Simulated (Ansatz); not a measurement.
What a change of settings does to a run on Li

The structure comes from a relaxation in the same program, started in the bcc type. Whether it is a known phase or the ground state wasn't checked. The listed cell was then made from it by scaling, straining or moving an atom.

First run: DFT, PBE, all-electron LAPW, scalar-relativistic (Ansatz 0.2.0).

Command: `ansatz run input.yaml --threads 1 --pin off --max-ram 2048MiB --backend cpu --events-out ev --progress --plain --runs-dir out` The run took 1.2 s on 1 thread of Arm Neoverse V2 (shared host), peak memory 0.18 GiB.

```yaml
crystal:
  lattice:
    - [-1.7403602788, 1.7403602788, 1.7403602788]
    - [1.7403602788, -1.7403602788, 1.7403602788]
    - [1.7403602788, 1.7403602788, -1.7403602788]
  atoms:
    - { symbol: Li, position: [0.0, 0.0, 0.0] }
kpoints:
  mp_grid: { grid: [14, 14, 14] }
scf:
  occupations: { method: fermi_dirac, width: 0.03 }
hamiltonian:
  xc: pbe
  pseudopotentials: { kind: all_electron, lapw: { basis_error: 0.00025 } }
output:
  forces: true
  stress: true
  eigenvalues: true
```

Result: converged; pressure -0.50 GPa; 4 SCF iterations.

The input is then changed:

```diff
@@ -7,7 +7,9 @@
     - { symbol: Li, position: [0.0, 0.0, 0.0] }
 kpoints:
-  mp_grid: { grid: [14, 14, 14] }
+  mp_grid: { grid: [14, 14, 14], shift: [0.5, 0.5, 0.5] }
 scf:
   occupations: { method: fermi_dirac, width: 0.03 }
+  algorithm: direct_min
+  mixing: { algorithm: anderson, beta: 0.05 }
 hamiltonian:
   xc: pbe
```

(1) What does the second run give?

Answers

(1) It converged; energy at zero smearing -3.2 meV/atom from the first run; pressure -0.53 GPa; 3 SCF iterations.
